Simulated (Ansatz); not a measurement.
System: fcc Ag. Method: PBEsol (plane waves, PAW; Ansatz, an electronic-structure program).

Numerical settings: plane-wave cutoff 520 eV, 24×24×24 k mesh, Fermi–Dirac smearing 0.05 eV, no spin polarisation, scalar-relativistic PAW data made under PBE.

Computed at the level's own relaxed cell.

**Question.** Estimate the volume per atom, bulk modulus, lattice constant a and pressure derivative B′ of the bulk modulus that the calculation returns.

**Answer.** 
* **volume per atom**: 16.65 Å³/atom
* **bulk modulus**: 119 GPa
* **lattice constant a**: 4.054 Å
* **pressure derivative B′ of the bulk modulus**: 5.8

The run finds no gap.

Measured, for comparison: equilibrium volume per atom 16.76 Å³/atom (static lattice: zero-point anharmonic expansion removed; as tabulated in Mejia-Rodriguez and Trickey (2018), arXiv:1807.09216); bulk modulus 110 GPa (corrected for temperature and zero-point phonon effects, our sources range from 104 to 111; as tabulated in Levämäki et al. (2014), arXiv:1402.3671); lattice constant a 4.062 Å (static lattice: zero-point anharmonic expansion removed, our sources range from 4.056 to 4.063; as tabulated in Mejia-Rodriguez and Trickey (2018), arXiv:1807.09216). Computed (rounded) less measured: equilibrium volume per atom -0.7 %, bulk modulus +8 % (+7 % to +14 % over the range), lattice constant a -0.2 % (0.0 % to -0.2 % over the range).

Static lattice: no zero-point or thermal effects.

It cost around 50 core-seconds (rough) of CPU time.
